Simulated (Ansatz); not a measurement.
Input (CCSDT(Q)/cc-pV(D+d)Z; Ansatz, an electronic-structure program): A basis named .json is the Basis Set Exchange file of that set.

Ansatz 0.2 input:
```yaml
crystal:
  periodic: [false, false, false]
  atoms:
    - {symbol: C, position_ang: [-0.04018470, 1.15654088, 0.00773656]}
    - {symbol: S, position_ang: [-0.05235919, -0.66642908, -0.00484680]}
    - {symbol: H, position_ang: [1.27920297, -0.84038919, 0.00081397]}
    - {symbol: H, position_ang: [-1.08380254, 1.46636619, 0.00449144]}
    - {symbol: H, position_ang: [0.43713012, 1.54268855, 0.90584820]}
    - {symbol: H, position_ang: [0.44632472, 1.55495443, -0.88002423]}
basis:
  gaussian:
    orbitals: cc-pV_D+d_Z.json
magnetization: {spin_polarized: false}
correlation: {method: ccsdt_q, electrons: outside_noble_gas}
```

Output:

```
Functional definition: HF
integrals: 0.04 GiB planned
1079 factors; integrals over basis functions are off by at most 2.3e-7 eV
mean field: 0.15 GiB planned
mean field evaluation 1: about -11910.3600 eV, gradient 1.6e1 eV
mean field evaluation 2: about -11910.3611 eV, gradient 1.6e1 eV
mean field evaluation 4: about -11911.2188 eV, gradient 1.9e0 eV
mean field evaluation 8: about -11911.2309 eV, gradient 3.8e-5 eV
mean field evaluation 16: about -11911.2303 eV, gradient 3.8e-1 eV
mean field -11911.23090048 eV, -437.7296618702 hartree, gradient 1.3e-6 eV, S^2 0.000000; 0 other end points of the search recorded, 0 dependent functions left out
6 core orbitals not correlated
reference -11911.23090048 eV, -437.7296618702 hartree; 7, 7 occupied and 44, 44 virtual orbitals, 1079 factors
second order -7.81697857 eV of doubles, -0.00000000 eV of singles
coupled cluster: 0.66 GiB planned
cycle   1  -8.52145816 eV  change   -7.0e-1 eV  update   7.1e-2
cycle   2  -8.98064021 eV  change   -4.6e-1 eV  update   2.7e-2
cycle   3  -9.06126871 eV  change   -8.1e-2 eV  update   9.8e-3
cycle   4  -9.05324433 eV  change    8.0e-3 eV  update   2.6e-3
cycle   5  -9.05395711 eV  change   -7.1e-4 eV  update   1.0e-3
cycle   6  -9.05423601 eV  change   -2.8e-4 eV  update   3.1e-4
cycle   7  -9.05414243 eV  change    9.4e-5 eV  update   1.2e-4
cycle   8  -9.05416491 eV  change   -2.2e-5 eV  update   4.2e-5
cycle   9  -9.05419646 eV  change   -3.2e-5 eV  update   1.4e-5
cycle  10  -9.05418179 eV  change    1.5e-5 eV  update   4.5e-6
cycle  11  -9.05417933 eV  change    2.5e-6 eV  update   1.7e-6
cycle  12  -9.05418003 eV  change   -6.9e-7 eV  update   4.6e-7
perturbative correction -0.01490589 eV, -0.0005477813 hartree
Total energy: -11920.29998639 eV, -438.0629446304 hartree
```
